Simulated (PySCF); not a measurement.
# TPSSh/cc-pVDZ run of C3H3FS (SMILES C=C1SC1F)

What is the vertical ionisation energy of C3H3FS at TPSSh/cc-pVDZ? 

The results are computed with PySCF 2.14.0.

### 1 The system as given

The species is C3H3FS (8 atoms), meant as a singlet with charge 0. As SMILES, `C=C1SC1F`. The coordinates come from a PBE0-D4/def2-TZVP relaxation.

Bond lengths: C1–C2 1.318 Å, C2–S3 1.735 Å, C2–C4 1.442 Å, S3–C4 1.820 Å, C4–F5 1.351 Å, C1–H6 1.083 Å, C1–H7 1.082 Å, C4–H8 1.086 Å. Some angles: C1–C2–S3 145.0°, C1–C2–C4 145.8°, S3–C2–C4 69.2°, C2–S3–C4 47.8°, C2–C4–S3 63.0°, C2–C4–F5 119.1°, S3–C4–F5 118.0°, C2–C1–H6 119.8°, C2–C1–H7 121.7°, C2–C4–H8 121.9°.

### 2 The energy at TPSSh/cc-pVDZ

Input file geometry.xyz:

```xyz
8

C     -0.031500     1.391600     0.301800
C      0.314700     0.155900    -0.000300
S      1.613000    -0.867900    -0.524600
C     -0.139400    -1.203000    -0.166100
F     -0.953200    -1.501200    -1.202400
H     -1.053900     1.611100     0.585100
H      0.679900     2.206300     0.267300
H     -0.337300    -1.850000     0.683400
```

Input file job.py:

```python
from pyscf import gto, dft

molecule = gto.M(
    atom='geometry.xyz',
    basis='cc-pvdz',
    max_memory=1860,
    verbose=4,
)

ks = dft.RKS(molecule, xc='tpssh')
ks.conv_tol = 1e-10
ks.grids.level = 2
ks.kernel()
if not ks.converged:
    ks = ks.newton().run(ks.mo_coeff, ks.mo_occ)

energy = ks.e_tot
print('E(%s) = %.9f' % ('TPSSH', energy))
```

Started as:

```bash
$ OMP_NUM_THREADS=1 python job.py
```

What it wrote:

```text
PySCF version 2.14.0

[INPUT] num. atoms = 8
[INPUT] num. electrons = 46
[INPUT] charge = 0
[INPUT] spin (= nelec alpha-beta = 2S) = 0
[INPUT] symmetry False subgroup None
[INPUT] Mole.unit = angstrom
[INPUT] Symbol           X                Y                Z      unit          X                Y                Z       unit  Magmom
[INPUT]  1 C     -0.031500000000   1.391600000000   0.301800000000 AA   -0.059526372924   2.629742874945   0.570319344394 Bohr   0.0
[INPUT]  2 C      0.314700000000   0.155900000000  -0.000300000000 AA    0.594696811401   0.294608302820  -0.000566917837 Bohr   0.0
[INPUT]  3 S      1.613000000000  -0.867900000000  -0.524600000000 AA    3.048128238923  -1.640093303510  -0.991350324947 Bohr   0.0
[INPUT]  4 C     -0.139400000000  -1.203000000000  -0.166100000000 AA   -0.263427821764  -2.273340527852  -0.313883509290 Bohr   0.0
[INPUT]  5 F     -0.953200000000  -1.501200000000  -1.202400000000 AA   -1.801286941935  -2.836856858197  -2.272206692177 Bohr   0.0
[INPUT]  6 H     -1.053900000000   1.611100000000   0.585100000000 AA   -1.991582362679   3.044537759287   1.105678755483 Bohr   0.0
[INPUT]  7 H      0.679900000000   2.206300000000   0.267300000000 AA    1.284824792092   4.169302748628   0.505123793096 Bohr   0.0
[INPUT]  8 H     -0.337300000000  -1.850000000000   0.683400000000 AA   -0.637404621816  -3.495993330445   1.291438833528 Bohr   0.0

nuclear repulsion = 208.588485313295
number of shells = 34
number of NR pGTOs = 166
number of NR cGTOs = 89
basis = cc-pvdz
ecp = {}

******** <class 'pyscf.dft.rks.RKS'> ********
method = RKS
initial guess = minao
damping factor = 0
level_shift factor = 0
DIIS = <class 'pyscf.scf.diis.CDIIS'>
diis_start_cycle = 1
diis_space = 8
diis_damp = 0
SCF conv_tol = 1e-10
SCF conv_tol_grad = None
SCF max_cycles = 50
direct_scf = True
direct_scf_tol = 1e-13
XC library pyscf.dft.libxc version 7.0.0
    S. Lehtola, C. Steigemann, M. J.T. Oliveira, and M. A.L. Marques.,  SoftwareX 7, 1–5 (2018)
XC functionals = tpssh
radial grids:
    Treutler-Ahlrichs [JCP 102, 346 (1995); DOI:10.1063/1.469408] (M4) radial grids

becke partition: Becke, JCP 88, 2547 (1988); DOI:10.1063/1.454033
pruning grids: <function nwchem_prune>
grids dens level: 2
symmetrized grids: False
atomic radii adjust function: <function treutler_atomic_radii_adjust>
small_rho_cutoff = 0
Set gradient conv threshold to 1e-05
Initial guess from minao.
tot grids = 73096
init E= -614.854519999245
  HOMO = -0.267730676467102  LUMO = -0.0892256965510492  gap/eV = 4.85737
cycle= 1 E= -614.077415046793  delta_E= 0.777  |g|= 0.528  |ddm|= 2.93
  HOMO = -0.197073330450237  LUMO = -0.027475095199085  gap/eV = 4.61500
cycle= 2 E= -613.974157022558  delta_E= 0.103  |g|= 0.898  |ddm|= 1.14
  HOMO = -0.212811412696515  LUMO = -0.0191459766267679  gap/eV = 5.26990
cycle= 3 E= -614.127468272704  delta_E= -0.153  |g|= 0.105  |ddm|= 0.807
  HOMO = -0.226223029733857  LUMO = -0.0300525645633245  gap/eV = 5.33807
cycle= 4 E= -614.13014759074  delta_E= -0.00268  |g|= 0.0474  |ddm|= 0.146
  HOMO = -0.225997239748027  LUMO = -0.0294438246307926  gap/eV = 5.34849
cycle= 5 E= -614.130707126555  delta_E= -0.00056  |g|= 0.0136  |ddm|= 0.0465
  HOMO = -0.224470087154402  LUMO = -0.0281749729380927  gap/eV = 5.34146
cycle= 6 E= -614.130750413497  delta_E= -4.33e-05  |g|= 0.00287  |ddm|= 0.0131
  HOMO = -0.224633555167525  LUMO = -0.0283016886207754  gap/eV = 5.34246
cycle= 7 E= -614.130752390776  delta_E= -1.98e-06  |g|= 0.00109  |ddm|= 0.00414
  HOMO = -0.224640483433824  LUMO = -0.0283001267401986  gap/eV = 5.34269
cycle= 8 E= -614.130752680552  delta_E= -2.9e-07  |g|= 7.9e-05  |ddm|= 0.00127
  HOMO = -0.224638191826075  LUMO = -0.0282965753193087  gap/eV = 5.34273
cycle= 9 E= -614.130752681975  delta_E= -1.42e-09  |g|= 3.1e-05  |ddm|= 0.000112
  HOMO = -0.224637264755366  LUMO = -0.0282982732681933  gap/eV = 5.34266
cycle= 10 E= -614.130752682109  delta_E= -1.34e-10  |g|= 2.58e-05  |ddm|= 6.44e-05
  HOMO = -0.224637836090342  LUMO = -0.0282972839438527  gap/eV = 5.34270
cycle= 11 E= -614.130752682313  delta_E= -2.04e-10  |g|= 3.56e-06  |ddm|= 2.86e-05
  HOMO = -0.224637730482944  LUMO = -0.028297240767329  gap/eV = 5.34270
cycle= 12 E= -614.130752682309  delta_E= 3.41e-12  |g|= 1.3e-06  |ddm|= 4.21e-06
  HOMO = -0.224637893434886  LUMO = -0.0282973589594437  gap/eV = 5.34270
Extra cycle  E= -614.130752682307  delta_E= 2.27e-12  |g|= 2.33e-06  |ddm|= 3.11e-06
converged SCF energy = -614.130752682307
E(TPSSH) = -614.130752682
```

Wall time 14 s (1 thread of Arm Neoverse V2, shared host); peak memory 0.45 GiB.

### 3 The doublet cation

Input file input.py:

```python
from pyscf import gto, dft

mol = gto.M(
    atom='''
C       -0.031500       1.391600       0.301800
C        0.314700       0.155900      -0.000300
S        1.613000      -0.867900      -0.524600
C       -0.139400      -1.203000      -0.166100
F       -0.953200      -1.501200      -1.202400
H       -1.053900       1.611100       0.585100
H        0.679900       2.206300       0.267300
H       -0.337300      -1.850000       0.683400
''',
    charge=1,
    spin=1,
    basis='cc-pvdz',
    max_memory=1860,
    verbose=4,
)

mf = dft.UKS(mol)
mf.xc = 'tpssh'
mf.grids.level = 2
mf.conv_tol = 1e-10
mf.kernel()
if not mf.converged:
    mf = mf.newton().run(mf.mo_coeff, mf.mo_occ)

e_tot = mf.e_tot
print('Final energy', e_tot)
```

Started as:

```bash
$ OMP_NUM_THREADS=1 python input.py
```

What it wrote:

```text
PySCF version 2.14.0

[INPUT] num. atoms = 8
[INPUT] num. electrons = 45
[INPUT] charge = 1
[INPUT] spin (= nelec alpha-beta = 2S) = 1
[INPUT] symmetry False subgroup None
[INPUT] Mole.unit = angstrom
[INPUT] Symbol           X                Y                Z      unit          X                Y                Z       unit  Magmom
[INPUT]  1 C     -0.031500000000   1.391600000000   0.301800000000 AA   -0.059526372924   2.629742874945   0.570319344394 Bohr   0.0
[INPUT]  2 C      0.314700000000   0.155900000000  -0.000300000000 AA    0.594696811401   0.294608302820  -0.000566917837 Bohr   0.0
[INPUT]  3 S      1.613000000000  -0.867900000000  -0.524600000000 AA    3.048128238923  -1.640093303510  -0.991350324947 Bohr   0.0
[INPUT]  4 C     -0.139400000000  -1.203000000000  -0.166100000000 AA   -0.263427821764  -2.273340527852  -0.313883509290 Bohr   0.0
[INPUT]  5 F     -0.953200000000  -1.501200000000  -1.202400000000 AA   -1.801286941935  -2.836856858197  -2.272206692177 Bohr   0.0
[INPUT]  6 H     -1.053900000000   1.611100000000   0.585100000000 AA   -1.991582362679   3.044537759287   1.105678755483 Bohr   0.0
[INPUT]  7 H      0.679900000000   2.206300000000   0.267300000000 AA    1.284824792092   4.169302748628   0.505123793096 Bohr   0.0
[INPUT]  8 H     -0.337300000000  -1.850000000000   0.683400000000 AA   -0.637404621816  -3.495993330445   1.291438833528 Bohr   0.0

nuclear repulsion = 208.588485313295
number of shells = 34
number of NR pGTOs = 166
number of NR cGTOs = 89
basis = cc-pvdz
ecp = {}

******** <class 'pyscf.dft.uks.UKS'> ********
method = UKS
initial guess = minao
damping factor = 0
level_shift factor = 0
DIIS = <class 'pyscf.scf.diis.CDIIS'>
diis_start_cycle = 1
diis_space = 8
diis_damp = 0
SCF conv_tol = 1e-10
SCF conv_tol_grad = None
SCF max_cycles = 50
direct_scf = True
direct_scf_tol = 1e-13
number electrons alpha = 23  beta = 22
XC library pyscf.dft.libxc version 7.0.0
    S. Lehtola, C. Steigemann, M. J.T. Oliveira, and M. A.L. Marques.,  SoftwareX 7, 1–5 (2018)
XC functionals = tpssh
radial grids:
    Treutler-Ahlrichs [JCP 102, 346 (1995); DOI:10.1063/1.469408] (M4) radial grids

becke partition: Becke, JCP 88, 2547 (1988); DOI:10.1063/1.454033
pruning grids: <function nwchem_prune>
grids dens level: 2
symmetrized grids: False
atomic radii adjust function: <function treutler_atomic_radii_adjust>
small_rho_cutoff = 0
Set gradient conv threshold to 1e-05
tot grids = 73096
init E= -614.854519999245
[... the frontier-level lines of each cycle are left out ...]


cycle= 1 E= -613.741754698076  delta_E= 1.11  |g|= 0.383  |ddm|= 2.08
cycle= 2 E= -613.324590641802  delta_E= 0.417  |g|= 1.08  |ddm|= 1.18
cycle= 3 E= -613.794980662989  delta_E= -0.47  |g|= 0.135  |ddm|= 0.96
cycle= 4 E= -613.802243273476  delta_E= -0.00726  |g|= 0.0687  |ddm|= 0.207
cycle= 5 E= -613.804814217722  delta_E= -0.00257  |g|= 0.0144  |ddm|= 0.0731
cycle= 6 E= -613.804930223523  delta_E= -0.000116  |g|= 0.00716  |ddm|= 0.018
cycle= 7 E= -613.8049624055  delta_E= -3.22e-05  |g|= 0.00325  |ddm|= 0.00846
cycle= 8 E= -613.804970449136  delta_E= -8.04e-06  |g|= 0.00234  |ddm|= 0.00617
cycle= 9 E= -613.804973830044  delta_E= -3.38e-06  |g|= 0.0013  |ddm|= 0.00367
cycle= 10 E= -613.804975265461  delta_E= -1.44e-06  |g|= 0.000259  |ddm|= 0.00193
cycle= 11 E= -613.804975331716  delta_E= -6.63e-08  |g|= 0.000138  |ddm|= 0.000554
cycle= 12 E= -613.804975339724  delta_E= -8.01e-09  |g|= 8.41e-05  |ddm|= 0.000198
cycle= 13 E= -613.804975344104  delta_E= -4.38e-09  |g|= 1.95e-05  |ddm|= 0.000119
cycle= 14 E= -613.804975344418  delta_E= -3.15e-10  |g|= 7.43e-06  |ddm|= 3.26e-05
cycle= 15 E= -613.804975344463  delta_E= -4.46e-11  |g|= 3.68e-06  |ddm|= 1.16e-05
Extra cycle  E= -613.804975344446  delta_E= 1.66e-11  |g|= 6.78e-06  |ddm|= 9.88e-06
converged SCF energy = -613.804975344446  <S^2> = 0.76639812  2S+1 = 2.0163314
Final energy -613.8049753444462
```

It took 31 s on 1 thread of Arm Neoverse V2, shared host; peak memory 0.46 GiB.

### 4 What came out

At TPSSh/cc-pVDZ:

| quantity | value |
| --- | --- |
| singlet C3H3FS: total energy | -614.13075 Eh |
| singlet C3H3FS: dipole moment | 1.43 D |
| singlet C3H3FS: HOMO energy | -6.11 eV |
| singlet C3H3FS: LUMO energy | -0.77 eV |
| singlet C3H3FS: HOMO–LUMO gap | 5.34 eV |
| doublet cation: total energy | -613.80498 Eh |
| doublet cation: HOMO energy (highest over α and β) | -13.80 eV |
| doublet cation: LUMO energy (lowest over α and β) | -11.59 eV |
| doublet cation: ⟨S²⟩ | 0.766 |
| vertical ionisation energy (to the doublet cation) | 8.865 eV |

In words: The vertical ionisation energy comes to 8.86 eV (855 kJ/mol). −ε(HOMO) before ionisation, 6.11 eV, is 2.75 eV below this ionisation energy. Mulliken charges (doublet cation) run from -0.15 on C2 to +0.44 on S3; they depend strongly on the basis.
